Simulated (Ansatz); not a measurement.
Geometry optimisation, UKS revPBE-D4/6-31G* (Ansatz 0.2.0).

Input:

```yaml
crystal:
  periodic: [false, false, false]
  atoms:
    - { symbol: Si, position_ang: [-0.039345, 0.003513, -0.126796] }
    - { symbol: H, position_ang: [-0.192045, 0.011657, 1.340118] }
    - { symbol: Cl, position_ang: [2.000695, -0.044387, -0.581833] }
    - { symbol: H, position_ang: [-0.62483, 1.243865, -0.726803] }
    - { symbol: H, position_ang: [-0.677132, -1.212984, -0.724951] }
    - { symbol: "N", position_ang: [-0.328418, 0.18287, 3.58947] }
    - { symbol: H, position_ang: [-0.11437, -0.811778, 3.826628] }
    - { symbol: H, position_ang: [0.608644, 0.627244, 3.702467] }
magnetization:
  spin_polarized: true
  initial_magnetization: 1
basis:
  gaussian: { orbitals: "6-31G*" }
hamiltonian:
  xc: revpbe
  dispersion: d4
relax:
  f_tol: 0.03
  max_steps: 50
```

Run as:

```bash
$ ansatz run input.yaml --threads 2 --pin off --max-ram 3072MiB --backend cpu --events-out ev --progress --plain --runs-dir out
```

Question: Where does it end, and by what steps?

Answer: The forces met the threshold. The force dipped under the threshold on the way, but the program's further checks kept it going. After 41 steps the energy has fallen by 0.223 eV; H2 moved furthest, 1.57 Å. Joined: Si1–N6 (3.73 → 2.01 Å).

| step | energy less start (eV) | largest force component (eV/Å) | accepted |
| --- | --- | --- | --- |
| 0 | 0.0000 | 0.453 | yes |
| 2 | -0.0074 | 0.025 | yes |
| 4 | -0.0083 | 0.052 | yes |
| 6 | -0.0100 | 0.085 | yes |
| 8 | -0.0124 | 0.081 | yes |
| 10 | -0.0162 | 0.200 | yes |
| 12 | -0.0201 | 0.222 | yes |
| 14 | -0.0243 | 0.139 | yes |
| 16 | -0.0304 | 0.147 | yes |
| 18 | -0.0357 | 0.196 | yes |
| 20 | -0.0400 | 0.090 | yes |
| 22 | -0.0469 | 0.114 | yes |
| 24 | -0.0515 | 0.342 | yes |
| 26 | -0.0770 | 0.188 | yes |
| 28 | -0.1209 | 0.418 | yes |
| 30 | -0.1727 | 0.574 | yes |
| 32 | -0.1835 | 0.385 | yes |
| 34 | -0.1921 | 0.157 | yes |
| 36 | -0.1946 | 0.065 | yes |
| 38 | -0.2120 | 0.111 | yes |
| 40 | -0.2229 | 0.044 | yes |
| 41 | -0.2234 | 0.017 | yes |

```xyz
8
Properties=species:S:1:pos:R:3
Si -0.258 0.109 0.534
H -1.279 1.100 1.025
Cl 1.927 0.548 0.821
H -0.136 0.501 -0.928
H -0.711 -1.322 0.424
N 0.184 -0.268 2.460
H 0.640 -1.133 2.783
H 0.267 0.465 3.179
```

Whether the end is a true minimum wasn't checked by a vibrational analysis.

Run time: 75 s on 2 threads of Arm Neoverse V1, with other jobs on the host, peak memory 0.16 GiB.
